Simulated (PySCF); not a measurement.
Species: C3H3FN (charge -1).
Numbering: `[CH3:1][C-:2]([F:3])[C:4]#[N:5]` (hydrogens: H6, H7, H8 on C1)

The geometry is computed with GFN2-xTB (gas phase).

(1) Give the optimised bond lengths and angles.

Results:

(1) 
```csv
bond,length (Å)
C1–C2,1.507
C2–F3,1.454
C2–C4,1.365
C4≡N5,1.174
"C1–H6, C1–H8",1.094
C1–H7,1.106
```

Bonds in one row agree within 0.01 Å and their mean is given. A selection of angles:
```csv
angle,degrees
C2–C1–H6,108.7
C2–C1–H7,114.2
H6–C1–H7,107.9
C1–C2–F3,109.5
C1–C2–C4,119.9
F3–C2–C4,114.3
C2–C4–N5,167.3
```

C2 (carbon bonded to 2 C and F) is pyramidal (angles 119.9°, 114.3° and 109.5°, sum 343.7°, 0.34 Å off the plane of its three neighbours). The 2 C–C bonds span 1.365 Å (C2–C4, drawn single) to 1.507 Å (C1–C2, drawn single), a spread of 0.142 Å.

Point group: C1 (no symmetry element, even within 0.4 Å). Stationary, but not proved a minimum.
